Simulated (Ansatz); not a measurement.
**Na2: vertical ionisation energy**

One table from this session's results is given with a row withheld; the runs are named, their logs left out.

Computed with Ansatz 0.2.0, Gaussian basis. Level: unrestricted cation, the program's frozen cores in correlated methods.

Levels to be run: UKS wB97X-V/def2-TZVPP; UKS wB97M-V/def2-TZVPP; UKS B2PLYP/def2-TZVPP; UHF-CCSD(T)/def2-TZVPP; UHF-CCSD(T)/def2-QZVPP; extrapolation to the limit; then −ε(HOMO) from the neutral's earlier runs with LDA (SPW92), B97M-V, LC-ωPBE, ωB97X-V, ωB97M-V.

27 further runs of the same task are left out: 25 for a known fault of the program, 2 set aside as unsound or not needed.

### The relaxed structure

All runs share one geometry, relaxed beforehand with PBE0-D4 in a triple-zeta def2 set.

SMILES `[Na][Na]`, 2 atoms, charge 0, spin multiplicity 1.

Atoms are counted from 1 here; the program's logs count them from 0.

Bond lengths: Na1–Na2 3.101 Å.

The first run:

in.yaml reads:

```yaml
crystal:
  periodic: [false, false, false]
  atoms:
    - {symbol: Na, position_ang: [-0.000000, 0.000000, -0.182002]}
    - {symbol: Na, position_ang: [0.000000, -0.000000, 2.918822]}
basis:
  gaussian: {orbitals: def2-TZVPP}
total_charge: 1
magnetization: {spin_polarized: true, initial_magnetization: 1}
hamiltonian: {xc: {name: wB97X-V}}
```

Launch:

```sh
$ ansatz run in.yaml --threads 2 --pin off --events-out ev --progress --plain --max-ram 22528MiB --backend cpu
```

Steps of the session up to this table: Cation, UKS wB97X-V/def2-TZVPP; Cation, UKS wB97M-V/def2-TZVPP; Cation, UKS B2PLYP (frozen core)/def2-TZVPP; Cation, UHF-CCSD(T)/def2-TZVPP; Cation, UHF-CCSD(T)/def2-QZVPP.

One table of the session follows, with a row left open; its other results are not shown here.

For comparison, −ε(HOMO) of the neutral from earlier runs:

```
 functional  −ε(HOMO) (eV)
LDA (SPW92)           3.22
     B97M-V           3.09
    LC-ωPBE           5.06
    ωB97X-V           4.97
    ωB97M-V              ?
```

Q: Estimate the row for ωB97M-V from the others.

**Answer.** −ε(HOMO) (eV): 4.85. In the column «−ε(HOMO) (eV)» it lies between LDA (SPW92) (3.22) and ωB97X-V (4.97).
